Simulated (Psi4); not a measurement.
**B3LYP/def2-SVP (sweep point 6) run of BH3O2 (SMILES OBO)**

What is the vertical ionisation energy of BH3O2 at B3LYP/def2-SVP (sweep point 6)? The job is set up through a Python script.

The calculation is run with Psi4 1.11.

4 further runs of the same task are left out: 4 set aside as unsound or not needed.

## (1) Starting point

BH3O2: 6 atoms, total charge 0, spin state singlet. SMILES: `OBO`. The coordinates come from a PBE0-D4/def2-TZVP relaxation. This is one conformer, not always the lowest.

Bond lengths: O1–B2 1.356 Å, B2–O3 1.356 Å, O1–H4 0.958 Å, B2–H5 1.204 Å, O3–H6 0.958 Å. Angles: O1–B2–O3 116.8°, O1–B2–H5 121.6°, O3–B2–H5 121.6°, B2–O1–H4 112.7°, B2–O3–H6 112.7°.

## (2) The energy at B3LYP/def2-SVP (sweep point 6)

File calc.py:

```python
import psi4

psi4.set_memory('1600 MB')
psi4.set_num_threads(1)
psi4.set_output_file('run.log', False)

m = psi4.geometry("""
0 1
O     -2.22269587    -0.99116135    -0.47583304
B      0.09354144     0.05310130    -0.13776103
O      1.09717499    -0.10166727     2.21570388
H     -2.82457364    -0.81919628    -2.17431888
H      1.20526732     1.06882910    -1.84456167
H      2.73103220     0.66915202     2.32965437
units au
symmetry c1
""")

options = {'puream': True, 'scf_type': 'pk', 'dft_radial_points': 99, 'dft_spherical_points': 590, 'd_convergence': 1e-08, 'e_convergence': 1e-08}
psi4.set_options(options)

energy_value = psi4.energy('b3lyp/def2-SVP')
print(f'total energy {energy_value:.8f} hartree = {energy_value * 27.211386:.5f} eV')
```

Started as:

```console
$ python calc.py
```

run.log:

```text
[...]
  Running in c1 symmetry.
[...]
  Nuclear repulsion =   66.705244568827680
[...]
  Multiplicity = 1
[...]
  Nalpha       = 12
  Nbeta        = 12
[...]
    Number of basis functions: 57
[...]
   @RKS iter   1:  -176.81073475690917   -3.21882e-01   1.44519e-02 ADIIS/DIIS
[...]
   @RKS iter  10:  -177.07226308469552   -2.70859e-11   3.69989e-09 DIIS
[...]
    Orbital Energies [Eh]
    ---------------------
    Doubly Occupied:
       1A    -19.141469     2A    -19.141438     3A     -6.792008
       4A     -1.021620     5A     -0.995544     6A     -0.586975
       7A     -0.493115     8A     -0.461727     9A     -0.386727
      10A     -0.386521    11A     -0.319481    12A     -0.318623
[...]
  @RKS Final Energy:  -177.07226308469552
   => Energetics <=
    Nuclear Repulsion Energy =             66.7052445688276805
    One-Electron Energy =                -374.4326700954653688
    Two-Electron Energy =                 148.7973190188052683
    DFT Exchange-Correlation Energy =     -18.1421565768630693
    Empirical Dispersion Energy =           0.0000000000000000
    VV10 Nonlocal Energy =                  0.0000000000000000
    Total Energy =                       -177.0722630846955212
[...]
 Multipole Moments:
 ------------------------------------------------------------------------------------
     Multipole            Electronic (a.u.)      Nuclear  (a.u.)        Total (a.u.)
 ------------------------------------------------------------------------------------
 L = 1.  Multiply by 2.5417464519 to convert [e a0] to [Debye]
 Dipole X            :         -0.4228291            0.8419988            0.4191697
 Dipole Y            :         -0.3863498            0.7692828            0.3829330
 Dipole Z            :          0.6490335           -1.2927503           -0.6437168
 Magnitude           :                                                    0.8583195
[...]
```

Standard output:

```text
total energy -177.07226308 hartree = -4818.38170 eV
```

Wall time 10 s (1 thread of Intel Xeon Platinum 8259CL at 2.50GHz (Skylake/Cascade Lake), shared host); peak memory 0.73 GiB.

## (3) The doublet cation

File run.py:

```python
import psi4

psi4.set_memory(1600000000)
psi4.set_num_threads(1)
psi4.set_output_file('psi4.out', False)

m = psi4.geometry("""
1 2
O     -2.22269587    -0.99116135    -0.47583304
B      0.09354144     0.05310130    -0.13776103
O      1.09717499    -0.10166727     2.21570388
H     -2.82457364    -0.81919628    -2.17431888
H      1.20526732     1.06882910    -1.84456167
H      2.73103220     0.66915202     2.32965437
units au
symmetry c1
""")

options = {'basis': 'def2-SVP', 'reference': 'uks', 'puream': True, 'scf_type': 'pk', 'dft_radial_points': 99, 'dft_spherical_points': 590, 'd_convergence': 1e-08, 'e_convergence': 1e-08, 'maxiter': 150}
psi4.set_options(options)

e, wfn = psi4.energy('b3lyp', return_wfn=True)
print(f'total energy {e:.8f} hartree = {e * 27.211386:.5f} eV')
```

Started as:

```console
$ python run.py
```

psi4.out:

```text
[...]
  Running in c1 symmetry.
[...]
  Nuclear repulsion =   66.705244568827680
[...]
  Multiplicity = 2
[...]
  Nalpha       = 12
  Nbeta        = 11
[...]
    Number of basis functions: 57
[...]
   @UKS iter   1:  -176.46483617061213    2.40165e-02   1.18470e-02 ADIIS/DIIS
[...]
   @UKS iter  19:  -176.64168167792135   -2.54943e-11   5.08028e-09 DIIS
[...]
   @S^2 Observed:                7.558816590E-01
[...]
    Orbital Energies [Eh]
    ---------------------
    Alpha Occupied:
       1A    -19.476996     2A    -19.476967     3A     -7.123037
       4A     -1.341515     5A     -1.315519     6A     -0.893692
       7A     -0.806930     8A     -0.803729     9A     -0.721944
      10A     -0.691513    11A     -0.666242    12A     -0.629568
    Alpha Virtual:
      13A     -0.248138    14A     -0.177059    15A     -0.161874
      16A     -0.116199    17A     -0.038396    18A     -0.018382
      19A      0.033567    20A      0.049905    21A      0.183608
      22A      0.210583    23A      0.292976    24A      0.374379
      25A      0.387013    26A      0.631865    27A      0.649757
[...]
  @UKS Final Energy:  -176.64168167792135
   => Energetics <=
    Nuclear Repulsion Energy =             66.7052445688276805
    One-Electron Energy =                -366.8764324028124975
    Two-Electron Energy =                 141.3512055417120621
    DFT Exchange-Correlation Energy =     -17.8216993856485644
    Empirical Dispersion Energy =           0.0000000000000000
    VV10 Nonlocal Energy =                  0.0000000000000000
    Total Energy =                       -176.6416816779213548
[...]
 Multipole Moments:
 ------------------------------------------------------------------------------------
     Multipole            Electronic (a.u.)      Nuclear  (a.u.)        Total (a.u.)
 ------------------------------------------------------------------------------------
 L = 1.  Multiply by 2.5417464519 to convert [e a0] to [Debye]
 Dipole X            :         -0.0634281            0.8419988            0.7785707
 Dipole Y            :         -0.0580645            0.7692828            0.7112183
 Dipole Z            :          0.0974018           -1.2927503           -1.1953485
 Magnitude           :                                                    1.5940082
[...]
```

Standard output:

```text
total energy -176.64168168 hartree = -4806.66498 eV
```

Run time: 26 s. Hardware: 1 thread of Intel Xeon Platinum 8259CL at 2.50GHz (Skylake/Cascade Lake), shared host; peak memory 0.73 GiB.

## (4) Summary of results

Level: B3LYP/def2-SVP (sweep point 6).

```
                                          quantity          value
                       singlet BH3O2: total energy  -177.07226 Eh
                      singlet BH3O2: dipole moment         2.18 D
                        singlet BH3O2: HOMO energy       -8.67 eV
                        singlet BH3O2: LUMO energy        1.12 eV
                      singlet BH3O2: HOMO–LUMO gap        9.79 eV
                      doublet cation: total energy  -176.64168 Eh
doublet cation: HOMO energy (highest over α and β)      -16.84 eV
 doublet cation: LUMO energy (lowest over α and β)      -14.77 eV
                              doublet cation: ⟨S²⟩          0.756
vertical ionisation energy (to the doublet cation)      11.717 eV
```

In words: Removing an electron at fixed nuclei costs 11.72 eV (270 kcal/mol). −ε(HOMO) before ionisation, 8.67 eV, is 3.05 eV below this ionisation energy.
